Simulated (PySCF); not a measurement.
Species: (SiH3)2PH, H7PSi2.
Z-matrix (Å and degrees, PBE0-D3(BJ)/def2-SVP geometry), rows numbered from 1:
```
Si
P   1  2.2634
Si  2  2.2631  1   96.39
H   1  1.4937  2  107.37  3   -72.64
H   1  1.4936  2  108.66  3   169.38
H   1  1.4959  2  113.60  3    47.79
H   2  1.4309  1   94.82  3   -95.54
H   3  1.4938  2  107.25  1    71.99
H   3  1.4957  2  113.69  1   -48.44
H   3  1.4935  2  108.65  1  -170.16
```

Computed, not measured: PySCF, PBE0-D3(BJ)/def2-SVP geometry optimisation, gas phase.

Take the most abundant isotopes and a rigid rotor. 

Task: What are A, B and C (cm⁻¹)?

Result: Ia = 62.55, Ib = 195.66, Ic = 242.42 u·Å²; 505379 MHz·u·Å²/I gives 8079, 2583 and 2085 MHz, that is A = 0.26949, B = 0.08616, C = 0.06954 cm⁻¹.

Task: What kind of rotor is it?

Result: An asymmetric top; Ray's κ = -0.834.

Task: Is it planar, by Δ = Ic − Ia − Ib?

Result: Not planar: Δ = Ic − Ia − Ib = -15.80 u·Å². For a rigid frame Δ = −2 Σ m c², so Σ m c² = 7.90 u·Å² lies off the ab plane: 7.83 from hydrogen and 0.07 from heavier atoms. The atom farthest from that plane is 1.36 Å away.

Task: Give the other two planar moments, Paa and Pbb, and the rms extents of the mass along the axes.

Result: Paa = Σ m a² = (Ib + Ic − Ia)/2 = 187.76 and Pbb = Σ m b² = (Ia + Ic − Ib)/2 = 54.65 u·Å². With the mass M = 93.98 u, the rms extents √(P/M) along a, b and c are 1.41, 0.76, 0.29 Å.

Task: Give the coordinates in the principal-axis frame, origin at the centre of mass.

Result: The sense of each axis is arbitrary; atoms in the order of the calculation.
| atom | mass (u) | a (Å) | b (Å) | c (Å) |
| --- | --- | --- | --- | --- |
| Si1 | 27.977 | -1.687 | -0.494 | 0.004 |
| P2 | 30.974 | 0.000 | 1.013 | -0.049 |
| Si3 | 27.977 | 1.687 | -0.495 | 0.004 |
| H4 | 1.008 | -1.736 | -1.156 | -1.334 |
| H5 | 1.008 | -2.970 | 0.233 | 0.239 |
| H6 | 1.008 | -1.520 | -1.544 | 1.057 |
| H7 | 1.008 | -0.002 | 1.246 | 1.363 |
| H8 | 1.008 | 1.723 | -1.166 | -1.330 |
| H9 | 1.008 | 1.529 | -1.536 | 1.066 |
| H10 | 1.008 | 2.973 | 0.234 | 0.221 |

Task: List the rotational levels J(Ka,Kc) to J = 2 (K).

Result: Above 0(0,0), as E/k:
J = 1: 1(0,1) 0.224, 1(1,1) 0.488, 1(1,0) 0.512
J = 2: 2(0,2) 0.670, 2(1,2) 0.912, 2(1,1) 0.984, 2(2,1) 1.775, 2(2,0) 1.777
The levels of one J sum to (2J + 1)J(J + 1)(A + B + C)/3.

Task: Which types of transition are allowed, and where do some lines up to J = 5 fall?

Result: The dipole components are |μa| = 0.00 D, |μb| = 0.51 D, |μc| = 0.65 D; the mirror of this Cs structure is the bc plane, so μa vanishes by symmetry and there are no a-type lines. Intensities carry the squares of the components, which stand as 0.61 : 1.00 (b : c). Some lines, for components of 0.1 D or more:

```json
{"type": "b", "branch": "R", "J(Ka,Kc)": "4(1,3) ← 3(2,2)", "MHz": "3836", "lower level (cm⁻¹)": "1.701"}
{"type": "c", "branch": "Q", "J(Ka,Kc)": "1(1,1) ← 1(0,1)", "MHz": "5496", "lower level (cm⁻¹)": "0.156"}
{"type": "b", "branch": "R", "J(Ka,Kc)": "1(1,1) ← 0(0,0)", "MHz": "10164", "lower level (cm⁻¹)": "0.000"}
{"type": "b", "branch": "Q", "J(Ka,Kc)": "5(1,4) ← 5(0,5)", "MHz": "10321", "lower level (cm⁻¹)": "2.299"}
{"type": "b", "branch": "R", "J(Ka,Kc)": "4(0,4) ← 3(1,3)", "MHz": "13963", "lower level (cm⁻¹)": "1.075"}
{"type": "b", "branch": "R", "J(Ka,Kc)": "2(1,2) ← 1(0,1)", "MHz": "14333", "lower level (cm⁻¹)": "0.156"}
{"type": "b", "branch": "Q", "J(Ka,Kc)": "5(2,3) ← 5(1,4)", "MHz": "14734", "lower level (cm⁻¹)": "2.644"}
{"type": "c", "branch": "Q", "J(Ka,Kc)": "3(2,2) ← 3(1,2)", "MHz": "15762", "lower level (cm⁻¹)": "1.175"}
{"type": "b", "branch": "Q", "J(Ka,Kc)": "2(2,0) ← 2(1,1)", "MHz": "16521", "lower level (cm⁻¹)": "0.684"}
{"type": "b", "branch": "Q", "J(Ka,Kc)": "2(2,1) ← 2(1,2)", "MHz": "17983", "lower level (cm⁻¹)": "0.634"}
{"type": "b", "branch": "R", "J(Ka,Kc)": "3(1,3) ← 2(0,2)", "MHz": "18267", "lower level (cm⁻¹)": "0.466"}
{"type": "b", "branch": "R", "J(Ka,Kc)": "5(0,5) ← 4(1,4)", "MHz": "19078", "lower level (cm⁻¹)": "1.663"}
{"type": "b", "branch": "R", "J(Ka,Kc)": "4(1,4) ← 3(0,3)", "MHz": "22006", "lower level (cm⁻¹)": "0.929"}
{"type": "b", "branch": "R", "J(Ka,Kc)": "2(2,0) ← 1(1,1)", "MHz": "26853", "lower level (cm⁻¹)": "0.339"}
{"type": "c", "branch": "Q", "J(Ka,Kc)": "4(3,2) ← 4(2,2)", "MHz": "28356", "lower level (cm⁻¹)": "2.339"}
{"type": "b", "branch": "Q", "J(Ka,Kc)": "3(3,1) ← 3(2,2)", "MHz": "28746", "lower level (cm⁻¹)": "1.701"}
{"type": "b", "branch": "Q", "J(Ka,Kc)": "5(3,3) ← 5(2,4)", "MHz": "29002", "lower level (cm⁻¹)": "3.099"}
{"type": "b", "branch": "R", "J(Ka,Kc)": "3(2,2) ← 2(1,1)", "MHz": "30492", "lower level (cm⁻¹)": "0.684"}
{"type": "c", "branch": "R", "J(Ka,Kc)": "3(2,2) ← 2(1,2)", "MHz": "31986", "lower level (cm⁻¹)": "0.634"}
{"type": "c", "branch": "R", "J(Ka,Kc)": "5(2,3) ← 4(1,3)", "MHz": "39162", "lower level (cm⁻¹)": "1.829"}
{"type": "c", "branch": "R", "J(Ka,Kc)": "3(3,0) ← 2(2,0)", "MHz": "42718", "lower level (cm⁻¹)": "1.235"}
{"type": "b", "branch": "R", "J(Ka,Kc)": "4(3,2) ← 3(2,1)", "MHz": "47317", "lower level (cm⁻¹)": "1.706"}
{"type": "c", "branch": "R", "J(Ka,Kc)": "4(3,1) ← 3(2,1)", "MHz": "47326", "lower level (cm⁻¹)": "1.706"}
{"type": "b", "branch": "R", "J(Ka,Kc)": "4(3,1) ← 3(2,2)", "MHz": "47487", "lower level (cm⁻¹)": "1.701"}
{"type": "c", "branch": "R", "J(Ka,Kc)": "4(4,1) ← 3(3,1)", "MHz": "58893", "lower level (cm⁻¹)": "2.660"}
{"type": "b", "branch": "R", "J(Ka,Kc)": "5(4,2) ← 4(3,1)", "MHz": "63563", "lower level (cm⁻¹)": "3.285"}
{"type": "c", "branch": "R", "J(Ka,Kc)": "5(5,0) ← 4(4,0)", "MHz": "75051", "lower level (cm⁻¹)": "4.624"}
```

No PBE0-D3(BJ)/def2-SVP frequencies stand behind this structure, so it isn't proved a minimum. These are rigid-rotor constants of the computed structure; measured ground-state constants (B0) also hold zero-point vibration. A rigid rotor knows nothing of internal rotation, which can split or shift real lines.
